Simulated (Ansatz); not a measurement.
**BNH (doublet): wave-function methods side by side at distance B1–H3 = 2.637 Å, 6-31G**

Aim: climb from Hartree-Fock through coupled cluster and multireference methods for BNH (doublet) at one geometry and basis, and see what each rung misses.

The runs use Ansatz 0.2.0, Gaussian basis; 6-31G, core rule «outside noble gas», up to 2 orbitals frozen.

The runs, in order: UHF; CCSD(T) on ROHF; CCSD(T) on UHF; BCCD(T) on ROHF; CISD as a restricted active space (open shells left free, so some higher excitations enter); CCSDT(Q) on ROHF; CCSDT(Q) on UHF; CISDTQ; CCSDTQ on ROHF; CASSCF and MRCISD+Q, 3 electrons in 3 orbitals; CASSCF and NEVPT2, 3 electrons in 3 orbitals; CASSCF and MRCISD+Q, 9 electrons in 9 orbitals; CASSCF and NEVPT2, 9 electrons in 9 orbitals; Full CI; Full CI in the symmetry of the determinant.

18 further runs of the same task are left out: 11 that didn't finish, 7 set aside as unsound or not needed. Runs told in other sessions of the task aren't counted.

## Step 1: What is computed

The geometry derives from a PBE0/def2-TZVP stationary point (not a proven minimum). One bond is set to the value named and the two fragments are kept rigid.

3 atoms, charge 0, spin multiplicity 2.

Atoms are counted from 1 here; the program's logs count them from 0.

Bond lengths: B1–N2 1.306 Å.

## Step 2: UHF

File in.yaml:

```yaml
crystal:
  periodic: [false, false, false]
  atoms:
    - {symbol: B, position_ang: [0.000000, 0.000000, -0.443779]}
    - {symbol: N, position_ang: [0.000000, 0.000000, -1.749441]}
    - {symbol: H, position_ang: [0.000000, 0.000000, 2.193221]}
basis:
  gaussian: {orbitals: 6-31G}
magnetization: {spin_polarized: true, initial_magnetization: 1}
hamiltonian: {xc: hf}
output: {orbitals: {seedname: orbitals}}
```

Run with:

```bash
ansatz run in.yaml --threads 1 --pin off --events-out ev --progress --plain --max-ram 2393MiB
```

The runs that follow: CCSD(T) on ROHF; CCSD(T) on UHF; BCCD(T) on ROHF; CISD as a restricted active space (open shells left free, so some higher excitations enter); CCSDT(Q) on ROHF; CCSDT(Q) on UHF; CISDTQ; CCSDTQ on ROHF; CASSCF and MRCISD+Q, 3 electrons in 3 orbitals; CASSCF and NEVPT2, 3 electrons in 3 orbitals; CASSCF and MRCISD+Q, 9 electrons in 9 orbitals; CASSCF and NEVPT2, 9 electrons in 9 orbitals; Full CI; Full CI in the symmetry of the determinant.

Before running them: what should the planned runs give, taken together? Wanted: FCI from the RHF energy; UMP2 from FCI; UCCSD(T) from FCI; UCCSDT(Q) from FCI; NEVPT2 pair from FCI; MRCISD+Q pair from FCI; NEVPT2 valence from FCI; T1 diagnostic; effectively unpaired electrons.

**Answer**, as computed:

| quantity | value |
| --- | --- |
| FCI from the ROHF energy | -6.6322 eV |
| UMP2 from FCI | +870.8 meV |
| UCCSD(T) from FCI | +150.1 meV |
| UCCSDT(Q) from FCI | -3.0 meV |
| NEVPT2 pair from FCI | +628.2 meV |
| MRCISD+Q pair from FCI | +50.9 meV |
| NEVPT2 valence from FCI | +345.3 meV |
| levels within 1 kcal/mol (43 meV) | UCCSDT, UCCSDT(Q), MRCISD+Q valence |
| T1 diagnostic | 0.092 |
| effectively unpaired electrons | 2.26 |

What this shows: UCCSD(T) misses by +150.1 meV, 2.3 % of the correlation energy. UCCSDT(Q) falls below full CI: unrestricted runs freeze a spin-polarised core, another one than full CI's, and coupled cluster isn't variational. With 2.3 effectively unpaired electrons against 1 the state is strongly multireference. Of the multireference levels listed MRCISD+Q valence comes nearest in total energy (+16.4 meV), which doesn't show that its space is the better one. The lowest state has another symmetry than the determinant, whose own symmetry lies 0.03 eV higher, so single-reference misses include that gap. Coupled cluster took another determinant than the lowest Hartree-Fock one. These misses are within one basis, not against nature; the frozen cores of restricted and unrestricted runs differ, which can shift their rows.

Levels on UHF freeze UHF's core orbitals, full CI those of ROHF, so the U rows can settle a little off it for that reason alone.

With open shells the CI space here admits some higher excitations, so it is larger than plain CISD.
